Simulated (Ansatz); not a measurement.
System: isobutane, C₄H₁₀ (charge 0, singlet). SMILES: CC(C)C
Structure (B3LYP-D3(BJ)/def2-TZVP (Ansatz, a quantum-chemistry and plane-wave program) minimum search):
```
C
H 1 1.0962
C 1 1.5288 2 107.87
H 3 1.0921 1 111.34 2 60.26
H 3 1.0921 4 107.95 1 122.50
H 3 1.0938 4 107.71 5 116.06
C 1 1.5288 2 107.87 3 -120.00
H 7 1.0921 1 111.34 2 -60.26
H 7 1.0921 8 107.95 1 -122.50
H 7 1.0938 8 107.71 9 -116.06
C 1 1.5288 2 107.87 3 120.00
H 11 1.0921 1 111.34 2 -60.26
H 11 1.0921 12 107.95 1 -122.50
H 11 1.0938 12 107.71 13 -116.06
```

Quantity: vertical triplet-singlet gap (E(triplet) - E(singlet); each state is the SCF solution reached for its spin; the molecule has degenerate orbitals, so one determinant may break the symmetry), in kcal/mol. Cores are frozen in the correlated levels unless marked. Open shells are spin-unrestricted. No spin-orbit coupling. No relativistic terms. 

| level | program | vertical triplet-singlet gap (kcal/mol) |
|---|---|---|
| PBE/def2-TZVPD | Ansatz | 176.6 |
| r2SCAN/def2-TZVPD | Ansatz | 184.4 |
| PBE0/def2-TZVPD | Ansatz | 189.0 |
| CAM-B3LYP/def2-TZVPD | Ansatz | 196.1 |
| wB97M-V/def2-TZVPD | Ansatz | 200.7 |
| B2PLYP/def2-TZVPD | Ansatz | 194.8 |
